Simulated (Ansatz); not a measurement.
Reaction (substitution at a C–S bond): `NC(F)OCS` + H–F → `NC(F)OCF` + H₂S

Computed with Ansatz on PBE0-D4/def2-TZVP structures; ΔE is electronic, products minus reactants. CCSD(T)/CBS is the MP2 limit (def2-TZVPP, def2-QZVPP) plus CCSD(T) − MP2 in def2-TZVPP, frozen cores. This one scheme is used for every species. DFT in def2-TZVPP. B3LYP here is the variant with VWN-RPA as its local correlation; programs differ in this. One conformer a species, not always the lowest.

`NC(F)OCS`:

Z-matrix (Å, degrees):
```
C
F 1 1.414
O 1 1.369 2 108.2
N 1 1.398 2 112.4 3 119.5
H 1 1.098 2 103.9 3 -120.0
C 3 1.412 1 113.8 2 -64.1
H 4 1.012 1 110.9 2 -66.9
H 4 1.010 1 111.5 2 56.4
S 6 1.788 3 110.8 1 -173.6
H 6 1.091 3 110.7 1 63.7
H 6 1.097 3 110.3 1 -56.8
H 9 1.342 6 96.5 3 -75.7
```

H–F:

Z-matrix (Å, degrees):
```
F
H 1 0.920
```

`NC(F)OCF`:

```xyz
11

N    -1.578   -0.351    1.002
C    -0.609    0.247    0.196
F    -0.078    1.422    0.759
O     0.432   -0.652    0.052
C     1.427   -0.266   -0.822
F     0.985   -0.355   -2.122
H    -2.360    0.265    1.167
H    -1.183   -0.667    1.878
H    -1.026    0.561   -0.765
H     1.740    0.767   -0.654
H     2.248   -0.971   -0.691
```

H₂S:

Z-matrix (Å, degrees):
```
S
H 1 1.341
H 1 1.341 2 92.3
```

| level | ΔE (kcal/mol) | difference from CCSD(T)/CBS |
| --- | --- | --- |
| B3LYP-D4 | -1.3 | -2.9 |
| ωB97X-V | -1.8 | -3.4 |
| ωB97M-V | -1.1 | -2.7 |
| B2PLYP | -1.3 | -2.9 |
| HF/def2-TZVPP | -5.6 | -7.2 |
| SCS-MP2/def2-TZVPP | 0.4 | -1.2 |
| CCSD/def2-TZVPP | -0.9 | -2.5 |
| MP2/def2-QZVPP | 3.4 | 1.8 |
| HF/CBS(def2) | -5.5 | -7.1 |
| CCSD/CBS(def2) | 0.8 | -0.8 |
| CCSD(T)/CBS | 1.6 | 0 |

Largest T1 diagnostic among the species: 0.012.

The D4 term adds +1.6 kcal/mol with B3LYP and +0.9 kcal/mol with PBE0; it sums over pairs of atoms, weighted by their polarisabilities, and B3LYP, whose exchange is more repulsive, gets the larger term. In def2-TZVPP, CCSD(T) changes the Hartree–Fock value by +5.5 kcal/mol (the triples alone add +0.7 kcal/mol) and MP2 by +7.9 kcal/mol.
